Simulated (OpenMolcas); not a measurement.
# P2 (diphosphorus): PW91/6-31G(d) (spherical functions)

What is the vertical singlet–triplet gap of P2 (diphosphorus) at PW91/6-31G* (spherical functions)? 

Program for the calculation: OpenMolcas 26.06.

### Step 1. The structure to begin with

P2 has 2 atoms, charge 0, and is taken as a singlet. As SMILES, `P#P`. The bond length is the measured one.

Bond lengths: P1–P2 1.893 Å.

### Step 2. Energy and forces at PW91/6-31G(d) (spherical functions)

Input file geom.xyz:

```xyz
2

P      0.000000     0.000000     0.000000
P      0.000000     0.000000     1.893400
```

Input file job.input:

```
* P2 Kohn-Sham DFT
>>> EXPORT MOLCAS_PRINT=2
&GATEWAY
BasLib
$CurrDir
Coord
geom.xyz
Basis
6-31Gs
Group
NoSym
&SEWARD
&SCF
KSDFT
2
1.0 GGA_X_PW91
1.0 GGA_C_PW91
PrOrbitals
0
&ALASKA
```

The basis set 6-31G* is read from a file made from the Basis Set Exchange's data (not shown).

Launch:

```bash
$ export MOLCAS_MEM=1860
$ pymolcas job.input > job.log
```

Output (excerpt; [...] marks lines left out):

```text
--- Start Module: gateway ---
[...]
--- Stop Module: gateway /rc=_RC_ALL_IS_WELL_ ---
[...]
      Basis functions           36
[...]
--- Start Module: scf ---
[...]
       Convergence after   8 Iterations
[...]
::    Total KS-DFT energy                            -682.6277707707
[...]
      Total spin, S                                     0.0000000000
[...]
      Total electronic charge=   30.000000
      Total            charge=   -0.000000
[...]
      Dipole Moment (debye):
      Origin of the operator (angstrom)=    0.0000    0.0000    0.9467
                   X= -1.9892E-15               Y=  2.7148E-15               Z=  3.1465E-08           Total=  3.1465E-08
      Quadrupole Moment (debye*angstrom):
[...]
--- Stop Module: scf /rc=_RC_ALL_IS_WELL_ ---
[...]
--- Start Module: alaska ---
[...]
 *              Molecular gradients               *
 **************************************************
  Irreducible representation: a
 ------------------------------------------------------------------------------------------
                              X                       Y                       Z
 ------------------------------------------------------------------------------------------
  P1               -2.77119141657437E-16   -7.39433764760652E-16    1.75105304959438E-02
  P2                2.70234451244711E-16    7.47240018748187E-16   -1.75105304959438E-02
 ------------------------------------------------------------------------------------------
--- Stop Module: alaska /rc=_RC_ALL_IS_WELL_ ---
[...]
```

Wall time 3 s (1 thread of Arm Neoverse V1, shared host); peak memory 0.37 GiB.

### Step 3. The triplet at the same level

geom.xyz is that of step 2.

Input file job.input:

```
&GATEWAY
  BasLib=$CurrDir
  Coord=geom.xyz
  Basis=6-31Gs
  Group=NoSym

&SEWARD

&SCF
  UHF
  Spin=3
  KSDFT=2
  1.0 GGA_X_PW91
  1.0 GGA_C_PW91
  PrOrbitals=0

&ALASKA
```

The basis set 6-31G* is read from a file made from the Basis Set Exchange's data (not shown).

Launch:

```bash
$ export MOLCAS_MEM=1860
$ pymolcas job.input > job.log
```

Output (excerpt; [...] marks lines left out):

```text
--- Start Module: gateway ---
[...]
--- Stop Module: gateway /rc=_RC_ALL_IS_WELL_ ---
[...]
      Basis functions           36
[...]
--- Start Module: scf ---
[...]
       Convergence after  20 Iterations
[...]
::    Total KS-DFT energy                            -682.5188952430
[...]
      Total spin, S                                     1.0016634763
[...]
      Total electronic charge=   30.000000
      Total            charge=   -0.000000
[...]
      Dipole Moment (debye):
      Origin of the operator (angstrom)=    0.0000    0.0000    0.9467
                   X= -1.3945E-15               Y= -2.8299E-15               Z= -3.8087E-06           Total=  3.8087E-06
      Quadrupole Moment (debye*angstrom):
[...]
--- Stop Module: scf /rc=_RC_ALL_IS_WELL_ ---
[...]
--- Start Module: alaska ---
[...]
 *              Molecular gradients               *
 **************************************************
  Irreducible representation: a
 ------------------------------------------------------------------------------------------
                              X                       Y                       Z
 ------------------------------------------------------------------------------------------
  P1                2.69521771542731E-16   -2.64555944719909E-16    1.20318607608493E-01
  P2               -2.80349393707482E-16    2.64555944719911E-16   -1.20318607608500E-01
 ------------------------------------------------------------------------------------------
--- Stop Module: alaska /rc=_RC_ALL_IS_WELL_ ---
[...]
```

Run time: 4.8 s. Hardware: 1 thread of Arm Neoverse V1, shared host; peak memory 0.37 GiB.

### Step 4. Results

Level: PW91/6-31G* (spherical functions).

| quantity | value |
| --- | --- |
| singlet: total energy | -682.62777 Eh |
| singlet: dipole moment | 0.00 D |
| singlet: HOMO energy | -7.17 eV |
| singlet: LUMO energy | -3.39 eV |
| singlet: HOMO–LUMO gap | 3.78 eV |
| singlet: largest force on an atom | 0.900 eV/Å |
| triplet: total energy | -682.51890 Eh |
| triplet: dipole moment | 0.00 D |
| triplet: HOMO energy (highest over α and β) | -4.27 eV |
| triplet: ⟨S²⟩ | 2.005 |
| triplet: largest force on an atom | 6.187 eV/Å |
| vertical energy of the triplet above the singlet | 2.963 eV |

At this shape the triplet lies 2.96 eV (286 kJ/mol) above the singlet. The largest force (singlet) is 0.90 eV/Å: the shape isn't a stationary point for this species at this level.
